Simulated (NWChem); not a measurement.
Species: formamide (CH3NO); SMILES NC=O

```xyz
6

N     -0.1838     1.0729     0.0000
C      0.3844    -0.1567     0.0000
O     -0.2170    -1.2023     0.0000
H     -1.1937     1.1499     0.0000
H      0.3750     1.9139     0.0000
H      1.5020    -0.1003     0.0000
```
Atoms are numbered in this order, from 1.

All runs: NWChem. Pople sets run with spherical d functions. Coordinates come from a PBE0/def2-SVP optimisation. Level: PBE/6-31G* with COSMO at NWChem's default radii, gas-phase geometry; rows give the dielectric constant.

For dielectric constant 78.4:

| Property | Result |
|---|---|
| electrostatic solvation energy (kcal/mol) | -8.8 |
| dipole in solution (D) | 4.73 |

**Question.** How do the values read with dielectric constant 2.0 instead?

**Answer.** The electrostatic solvation energy (kcal/mol) is -4.0. The dipole in solution (D) is 4.16.
